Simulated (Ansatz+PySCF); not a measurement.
singlet H3O(+): levels of theory in one basis

```yaml
atoms:
  - { symbol: O, position_ang: [0.0087, -0.0004, 0.0794] }
  - { symbol: H, position_ang: [0.9508, 0.0062, -0.1992] }
  - { symbol: H, position_ang: [-0.4662, 0.8102, -0.1930] }
  - { symbol: H, position_ang: [-0.4707, -0.8071, -0.1957] }
```

Basis set: def2-SVP (spherical functions). Frozen core: 1 orbital. Charge 1, multiplicity 1.

Computed with Ansatz (development build ahead of 0.2.0); each method stands on the lowest determinant of its kind that the runs found. NEVPT2 correlates all electrons. Active spaces start from the frontier orbitals, and the lowest solution found is given.

| method | E − E(RHF) (eV) | <S²> of the determinant |
| --- | --- | --- |
| RHF | 0.00 | 0.00 |
| RHF-MP2 | -5.52 | – |
| RHF-CCSD | -5.82 | – |
| CASSCF(8,7) | -2.34 | – |
| SC-NEVPT2(8,7) | -5.26 | – |

Q: What does RHF-CCSD(T) give on the same scale?

A: -5.91 eV.

Q: Is a single determinant a sound starting point here?

A: By this sign, yes. Unrestricted orbitals gain 0.00 eV and <S²> is 0.00 against 0.00 for a pure state. The CASSCF(8,7) natural occupations are 2.00, 1.98, 1.98, 1.98, 0.02, 0.02, 0.02.
